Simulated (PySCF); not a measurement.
## Boron: a sound run and one with changed settings

Sound run: B [He] 2s2 2p1, B⁺ [He] 2s2. Calculation: PySCF 2.14, in def2-TZVP (5s3p2d1f, 31 functions); the non-relativistic Hamiltonian (point nucleus). In the sound run the correlated levels freeze 1s2. The sound run starts from symmetry-adapted Hartree-Fock orbitals and uses a fine grid where one is needed.

Changed run: a valence shell is frozen. This setting is unsound on purpose.

Ionisation energy of B:

```tsv
method	sound run (eV)	changed run (eV)
UHF	8.041	8.041
MP2	8.260	8.041
SCS-MP2	8.230	8.041
CCSD	8.172	8.041
CCSD(T)	8.207	8.041
CCSDT	n/a	8.041
FCI	n/a	8.041
```

Freezing a valence shell removes pair correlation that changes on ionisation.

For comparison, NIST gives 8.298 eV between the lowest levels.
